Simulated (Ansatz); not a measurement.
The same path of H4OSi (6 atoms, charge 0, multiplicity 1) was run twice with different band settings. Lost on the way: Si1–H2, O3–H4. Made: H2–H4.

These are results of UKS r2SCAN-D4/def2-SVP (Ansatz 0.2.0), not measurements.

Relaxed end points:

```xyz
6
Properties=species:S:1:pos:R:3
Si -0.351 0.036 0.179
H -0.750 1.059 -0.839
O 1.194 -0.515 -0.124
H 1.645 -0.136 -0.884
H -1.319 -1.097 0.132
H -0.419 0.652 1.536
```

```xyz
6
Properties=species:S:1:pos:R:3
Si -0.085 -0.544 0.732
H -0.098 1.242 -1.485
O 1.280 -1.252 0.739
H 0.577 0.893 -1.482
H -1.297 -1.062 0.032
H -0.378 0.723 1.464
```

Common settings: movable images 7; spring 5.0 eV/Å²; start path through a guess of the saddle point; force threshold 0.05 eV/Å; iteration limit 60; end points relaxed.

| run | climbing image | optimiser |
| --- | --- | --- |
| 1 | yes | quadratic models (default) |
| 2 | from the first iteration | fire |

Q: What does each run give, and how far can it be trusted?

A: Run 1: converged after 8 iterations, highest image 2.893 eV above the first end. Neighbouring images differ by up to 1.3 eV, so the band resolves the path poorly. A vibrational analysis at the climbing image gives one clearly imaginary mode, 1321i cm⁻¹: a first-order saddle point.
Run 2: converged after 41 iterations, highest image 2.893 eV above the first end. Neighbouring images differ by up to 1.3 eV, so the band resolves the path poorly. Another band between the same ends (7 images) ends at a top of the same energy, where a vibrational analysis finds 1 clearly imaginary mode.
The orbitals stay closed-shell, which can raise the energy where a bond breaks towards radicals; this wasn't checked here.
